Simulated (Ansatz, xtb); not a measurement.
**Relaxing a trial structure of HNSi2+**

The starting geometry of this gas-phase doublet has its atoms placed at random.

```xyz
4

N    -0.0948    0.0820   -1.2751
Si    0.7681   -1.6846    0.4349
Si   -0.6206    1.7698    0.2212
H    -0.5064    0.5899    1.6232
```

Guess where an optimisation with r2SCAN-D4/def2-SVP ends from this start.

It ends as a structure given below by its coordinates. Contacts that close: N1–Si2 (2.61 → 1.63 Å), N1–Si3 (2.32 → 1.64 Å), Si3–H4 (1.84 → 1.51 Å).

The energy falls by 7.10 eV over 11 steps:

| step | E − E(last) (eV) |
| --- | --- |
| 1 | 7.105 |
| 2 | 5.022 |
| 3 | 2.633 |
| 4 | 1.369 |
| 5 | 0.982 |
| 7 | 0.400 |
| 8 | 0.216 |
| 9 | 0.060 |
| 10 | 0.002 |
| 11 | 0.000 |

Final geometry (Å):

```
atom    x (Å)    y (Å)    z (Å)
   N   0.1317  -0.2459  -0.1840
  Si   0.7910  -1.6321  -0.7285
  Si  -0.5253   1.1965   0.2318
   H  -0.8511   1.4387   1.6850
```

From the same start GFN2-xTB reaches the same bonding as this run.

From so rough a start the end depends on the optimiser's path, so another program may land elsewhere. The end wasn't checked by frequencies. Open shells are spin-unrestricted. Run with Ansatz 0.2.0, 28 s on 1 thread of Intel(R) Xeon(R) 6975P-C (Granite Rapids) (shared host).
